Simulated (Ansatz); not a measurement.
# CH3BSi (SMILES BC#[SiH]): single points off equilibrium

An exercise on one series of results from a longer session: the logs are not shown, and one member is left open.

Program: Ansatz 0.2.0, Gaussian basis. Level of theory: single points in def2-TZVPP. These are calculated values, not measurements.

Correlated methods freeze the cores.

### Where the work starts

SMILES `BC#[SiH]`, 6 atoms, charge 0, spin multiplicity 1.

Atoms are counted from 1 here; the program's logs count them from 0.

Bond lengths: B1–C2 1.496 Å, B1–H4 1.046 Å, B1–H5 1.138 Å, C2–Si3 1.777 Å, Si3–H6 1.527 Å. Angles: C2–B1–H4 124.0°, C2–B1–H5 108.0°, H4–B1–H5 127.9°, B1–C2–Si3 153.0°, C2–Si3–H6 158.9°.

Coordinates:

```csv
atom,x (Å),y (Å),z (Å)
B1,-0.5253,-0.2831,-1.3113
C2,-0.0658,-0.3367,0.1111
Si3,0.6515,0.3771,1.5721
H4,-1.2328,-0.9343,-1.7231
H5,-0.0051,0.5941,-1.8168
H6,1.0075,0.5455,3.0471
```

Set-up of the first run:

Contents of run/in.yaml:

```yaml
crystal:
  periodic: [false, false, false]
  atoms:
    - {symbol: B, position_ang: [-0.525300, -0.283100, -1.311300]}
    - {symbol: C, position_ang: [-0.065800, -0.336700, 0.111100]}
    - {symbol: Si, position_ang: [0.651500, 0.377100, 1.572100]}
    - {symbol: H, position_ang: [-1.232800, -0.934300, -1.723100]}
    - {symbol: H, position_ang: [-0.005100, 0.594100, -1.816800]}
    - {symbol: H, position_ang: [1.007500, 0.545500, 3.047100]}
basis:
  gaussian: {orbitals: def2-TZVPP}
correlation: {method: ccsd_t}
output: {forces: true}
```

No record of the launch command was kept for these runs.

Steps of the session up to this table: CCSD(T)/def2-TZVPP; PBE0-D4/def2-TZVPP; wB97M-V/def2-TZVPP; r2SCAN-D4/def2-TZVPP; PBE-D4/def2-TZVPP; LC-wPBE/def2-TZVPP; HSE06-D4/def2-TZVPP.

One of the session's tables, all rows but one given; the rest of the session is left out.

| method | RMS force component (eV/Å) | angle to CCSD(T) forces (°) | dipole (D) |
| --- | --- | --- | --- |
| CCSD(T) | 2.112 | reference | 2.60 |
| PBE0-D4 | 2.221 | 7.1 | 2.88 |
| wB97M-V | 2.209 | 7.0 | 3.00 |
| r2SCAN-D4 | 2.167 | 6.9 | 2.71 |
| PBE-D4 | ? | ? | ? |
| LC-wPBE | 2.356 | 9.7 | 3.13 |
| HSE06-D4 | 2.216 | 7.1 | 2.87 |

Q: Estimate the row for PBE-D4 from the others.

**Answer.** RMS force component (eV/Å): 2.134; angle to CCSD(T) forces (°): 8.0; dipole (D): 2.72. In the column «RMS force component (eV/Å)» it lies between CCSD(T) (2.112) and r2SCAN-D4 (2.167).
